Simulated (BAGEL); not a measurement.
# C3H2ClF (SMILES FC1=CC1Cl): RI-MP2/def2-SVP (density fitting with qzvpp-jkfit)

What is the energy change on altering one bond length of C3H2ClF at RI-MP2/def2-SVP (density fitting with qzvpp-jkfit)? 

Program for the calculation: BAGEL 1.2.2.

## 1. The system as given

C3H2ClF has 7 atoms, charge 0, and is taken as a singlet. As SMILES, `FC1=CC1Cl`. Geometry: relaxed at PBE0-D4/def2-TZVP.

Bond lengths: F1–C2 1.299 Å, C2–C3 1.288 Å, C2–C4 1.439 Å, C3–C4 1.503 Å, C4–Cl5 1.797 Å, C3–H6 1.075 Å, C4–H7 1.086 Å. Some angles: F1–C2–C3 149.0°, F1–C2–C4 144.3°, C3–C2–C4 66.6°, C2–C3–C4 61.5°, C2–C4–C3 51.9°, C2–C4–Cl5 120.4°, C3–C4–Cl5 119.9°, C2–C3–H6 154.3°, C4–C3–H6 144.1°, C2–C4–H7 124.6°.

## 2. The energy at RI-MP2/def2-SVP (density fitting with qzvpp-jkfit)

The input, input.json:

```json
{ "bagel": [

{
  "title": "molecule",
  "basis": "svp",
  "df_basis": "qzvpp-jkfit",
  "angstrom": true,
  "geometry": [
    { "atom": "F", "xyz": [       0.416000,      -2.094500,      -0.334400 ] },
    { "atom": "C", "xyz": [       0.254800,      -0.851400,       0.006900 ] },
    { "atom": "C", "xyz": [       0.154700,       0.033300,       0.937200 ] },
    { "atom": "C", "xyz": [       0.000700,       0.474100,      -0.491600 ] },
    { "atom": "Cl", "xyz": [      -1.623600,       0.912000,      -1.122900 ] },
    { "atom": "H", "xyz": [       0.123900,       0.365700,       1.959300 ] },
    { "atom": "H", "xyz": [       0.734800,       1.092800,      -1.000200 ] }
  ]
},

{ "title": "hf" },

{ "title": "mp2", "ncore": 9 }

]}
```

On the command line:

```console
$ BAGEL_NUM_THREADS=1 BAGEL input.json > input.out
```

Standard output:

```text
* using 1 threads per process

  ===============================================================
  ===============================================================

  *** Geometry ***

  { "atom" : "F", "xyz" : [      0.786126,     -3.958031,     -0.631924 ] },
  { "atom" : "C", "xyz" : [      0.481502,     -1.608913,      0.013039 ] },
  { "atom" : "C", "xyz" : [      0.292341,      0.062928,      1.771051 ] },
  { "atom" : "C", "xyz" : [      0.001323,      0.895919,     -0.928989 ] },
  { "atom" : "Cl", "xyz" : [     -3.068159,      1.723430,     -2.121973 ] },
  { "atom" : "H", "xyz" : [      0.234137,      0.691073,      3.702540 ] },
  { "atom" : "H", "xyz" : [      1.388571,      2.065093,     -1.890104 ] },

  Number of auxiliary basis functions:      466

  Since a DF basis is specified, we compute 2- and 3-index integrals:
    o Being stored without compression. Storage requirement is 0.026 GB

  Number of basis functions:       84
  Number of electrons      :       46

    * METHOD: MOLECULE                             0.17

  *** RHF ***

  === Nuclear Repulsion ===
   195.7062309754

      * DIIS with orbital gradients will be used.

  === RHF iteration (svp) ===
      0       -673.16695244          0.01282992           0.05
      1       -673.25565424          0.00630810           0.05
      2       -673.27409388          0.00164031           0.05
      3       -673.27599573          0.00044139           0.05
      4       -673.27613410          0.00011789           0.05
      5       -673.27615217          0.00004322           0.05
      6       -673.27615453          0.00001976           0.05
      7       -673.27615496          0.00000675           0.05
      8       -673.27615502          0.00000329           0.05
      9       -673.27615504          0.00000161           0.05
     10       -673.27615504          0.00000064           0.05
     11       -673.27615504          0.00000023           0.05
     12       -673.27615504          0.00000011           0.05
     13       -673.27615504          0.00000005           0.05
     14       -673.27615504          0.00000002           0.05
     15       -673.27615504          0.00000001           0.05
     16       -673.27615504          0.00000001           0.05
    * SCF iteration converged.

    * Permanent dipole moment:
           (   -0.694473,    -0.137579,    -0.658571) a.u.

    * METHOD: HF                                   0.99

  *** RHF ***

  === Nuclear Repulsion ===
   195.7062309754

      * DIIS with orbital gradients will be used.

  === RHF iteration (svp) ===
      0       -673.27615504          0.00000000           0.05
    * SCF iteration converged.

    * Permanent dipole moment:
           (   -0.694473,    -0.137579,    -0.658570) a.u.

  === DF-MP2 calculation ===

    * freezing 9 orbitals
    * 3-index integral transformation done
    * assembly done

      MP2 correlation energy:   -0.7060504113      0.03

      MP2 total energy:       -673.9822054500

    * METHOD: MP2                                  0.14

  ===============================================================
```

Run time: 1.4 s. Hardware: 1 thread of Arm Neoverse V2, shared host.

## 3. The distorted shape

The input, calc.json:

```json
{ "bagel" : [

{
  "title" : "molecule",
  "basis" : "svp",
  "df_basis" : "qzvpp-jkfit",
  "angstrom" : true,
  "geometry" : [
    { "atom" : "F", "xyz" : [    0.195757,   -2.280121,   -0.181811 ] },
    { "atom" : "C", "xyz" : [    0.034557,   -1.037021,    0.159489 ] },
    { "atom" : "C", "xyz" : [   -0.065543,   -0.152321,    1.089789 ] },
    { "atom" : "C", "xyz" : [   -0.219543,    0.288479,   -0.339011 ] },
    { "atom" : "Cl", "xyz" : [   -1.843843,    0.726379,   -0.970311 ] },
    { "atom" : "H", "xyz" : [   -0.096343,    0.180079,    2.111889 ] },
    { "atom" : "H", "xyz" : [    0.734800,    1.092800,   -1.000200 ] }
  ]
},
{ "title" : "hf" },
{ "title" : "mp2", "ncore" : 9 }

]}
```

On the command line:

```console
$ BAGEL_NUM_THREADS=1 BAGEL calc.json > calc.out
```

Standard output:

```text
* using 1 threads per process

  ===============================================================
  ===============================================================

  *** Geometry ***

  { "atom" : "F", "xyz" : [      0.369927,     -4.308804,     -0.343573 ] },
  { "atom" : "C", "xyz" : [      0.065303,     -1.959686,      0.301391 ] },
  { "atom" : "C", "xyz" : [     -0.123858,     -0.287845,      2.059403 ] },
  { "atom" : "C", "xyz" : [     -0.414876,      0.545146,     -0.640638 ] },
  { "atom" : "Cl", "xyz" : [     -3.484358,      1.372657,     -1.833622 ] },
  { "atom" : "H", "xyz" : [     -0.182062,      0.340300,      3.990892 ] },
  { "atom" : "H", "xyz" : [      1.388571,      2.065093,     -1.890104 ] },

  Number of auxiliary basis functions:      466

  Since a DF basis is specified, we compute 2- and 3-index integrals:
    o Being stored without compression. Storage requirement is 0.026 GB

  Number of basis functions:       84
  Number of electrons      :       46

    * METHOD: MOLECULE                             0.17

  *** RHF ***

  === Nuclear Repulsion ===
   194.2658691929

      * DIIS with orbital gradients will be used.

  === RHF iteration (svp) ===
      0       -673.12005914          0.01285610           0.05
      1       -673.21169808          0.00648968           0.05
      2       -673.23188065          0.00168649           0.05
      3       -673.23405585          0.00048909           0.05
      4       -673.23424160          0.00013684           0.05
      5       -673.23426623          0.00005050           0.05
      6       -673.23426931          0.00002324           0.05
      7       -673.23426990          0.00000742           0.05
      8       -673.23426997          0.00000357           0.05
      9       -673.23426999          0.00000184           0.05
     10       -673.23426999          0.00000075           0.05
     11       -673.23426999          0.00000029           0.05
     12       -673.23426999          0.00000014           0.05
     13       -673.23426999          0.00000006           0.05
     14       -673.23426999          0.00000002           0.05
     15       -673.23426999          0.00000001           0.05
     16       -673.23426999          0.00000001           0.05
    * SCF iteration converged.

    * Permanent dipole moment:
           (   -0.591863,    -0.070372,    -0.724386) a.u.

    * METHOD: HF                                   0.98

  *** RHF ***

  === Nuclear Repulsion ===
   194.2658691929

      * DIIS with orbital gradients will be used.

  === RHF iteration (svp) ===
      0       -673.23426999          0.00000000           0.05
    * SCF iteration converged.

    * Permanent dipole moment:
           (   -0.591862,    -0.070373,    -0.724386) a.u.

  === DF-MP2 calculation ===

    * freezing 9 orbitals
    * 3-index integral transformation done
    * assembly done

      MP2 correlation energy:   -0.7115437702      0.03

      MP2 total energy:       -673.9458137616

    * METHOD: MP2                                  0.15

  ===============================================================
```

It took 1.4 s on 1 thread of Arm Neoverse V2, shared host.

## 4. Results

Level: RI-MP2/def2-SVP (density fitting with qzvpp-jkfit), 9 core orbitals frozen.

```
                                                         quantity          value
                                        first shape: total energy  -673.98221 Eh
         first shape: correlation energy (9 core orbitals frozen)     -706.1 mEh
                                    distorted shape: total energy  -673.94581 Eh
     distorted shape: correlation energy (9 core orbitals frozen)     -711.5 mEh
energy change with the C4–H7 bond stretched from 1.086 to 1.412 Å       0.990 eV
```

In words: With the C4–H7 bond stretched from 1.086 to 1.412 Å the energy rises by 0.99 eV (95.5 kJ/mol). The first shape isn't relaxed at this level, so the change isn't measured from a minimum.
